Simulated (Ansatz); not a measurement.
## Structure relaxation of LiCoCl₃

Level of theory: DFT PBE, scalar-relativistic, plane waves, PAW in Ansatz. Cutoff 420 eV, Γ-centred k mesh, Gaussian smearing, collinear spin, first started from parallel moments.

LiCoCl₃ was placed on the tetragonal perovskite structure type (P4mm, No. 99), with Co in place of Ba, Li in place of Ti, Cl in place of O, at a guessed volume.

```
Li Co Cl
1.0
     4.39257    0.00000    0.00000
     0.00000    4.39257    0.00000
     0.00000    0.00000    4.44761
Li Co Cl
1 1 3
Direct
  0.50000 0.50000 0.51500
  0.00000 0.00000 0.00000
  0.50000 0.50000 0.97500
  0.00000 0.50000 0.48500
  0.50000 0.00000 0.48500
```

Cell and atoms relax at zero pressure; the relaxation can't lower the symmetry of the start. After a coarse first stage the cell is made exact in the group found at 0.06 Å.

Formation energies are uncorrected and refer to the elements' standard structures at the same level (Cl₂ as a molecule).

Task: Describe the relaxed structure.

Result: It keeps P4mm (No. 99), but not the shape of the type it started on. Conventional cell: a = 4.420 Å, c = 6.134 Å. Li is coordinated by 1 Cl at 2.25 Å and 4 Cl at 2.49 Å; Co has 4 Cl at 2.43 Å; around Cl on Wyckoff site b (1 atom of the primitive cell) lie 1 Li at 2.25 Å; Cl on Wyckoff site c (2 atoms of the primitive cell) is coordinated by 2 Co at 2.43 Å and 2 Li at 2.49 Å.

Space group P4mm (No. 99). a = 4.420 Å, b = 4.420 Å, c = 6.134 Å, α = 90.00°, β = 90.00°, γ = 90.00°
| atom | site | symmetry | x | y | z |
| --- | --- | --- | --- | --- | --- |
| Li | 1b | 4mm | 0.5000 | 0.5000 | 0.5635 |
| Co | 1a | 4mm | 0.0000 | 0.0000 | 0.2133 |
| Cl | 1b | 4mm | 0.5000 | 0.5000 | 0.9296 |
| Cl | 2c | 2mm. | 0.0000 | 0.5000 | 0.3768 |

Task: What are its volume, energy, gap and moment?

Result: The volume per atom is 24.0 Å³ and the density is 2.4 g/cm³. The energy over the elements is -0.733 eV/atom and the gap on the 8×8×6 mesh is 0.28 eV. The net moment per atom is 0.60 μB. The largest site moment is 2.50 μB.

The final run used a 8×8×6 mesh on its 5-atom cell and 0.01 eV smearing. Weakly bound directions are ill-defined at this level, which has no dispersion term. A structure relaxed within its symmetry needn't be a true minimum.

Cost: 3 runs of about 8.8 core-minutes in all, on Oxide Virtual Turin-like Processor (Zen 5) (shared hosts).